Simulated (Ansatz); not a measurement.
Basis-set extrapolation for `Fc1ccco1` (PBE0-D4/def2-TZVP geometry, frozen core, the Gaussian-basis code of Ansatz). Multiplicity 1, RHF reference.

```csv
,def2-TZVPP,def2-QZVPP
HF,-327.609415,-327.623569
MP2 correlation,-1.100695,-1.183354
CCSD(T) correlation,-1.163087,not run
```

Energies in hartree. Use E(X) = E(∞) + A·exp(−7.88·√X) for Hartree–Fock and E(X) = E(∞) + B·X^(−2.97) for correlation, with X = 3 and 4, and add CCSD(T) minus MP2 of the smaller set to the MP2 limit.

**Question.** What is the CCSD(T) energy at the basis-set limit?

**Answer.** HF limit: -327.623569 + (-0.014154) × 0.13774 = -327.62552. MP2 limit: -1.183354 + (-0.082659) × 0.74074 = -1.24458. Higher-order term: -1.163087 − (-1.100695) = -0.06239. Total: -328.93249 hartree, 420.0 kJ/mol below CCSD(T)/def2-TZVPP.
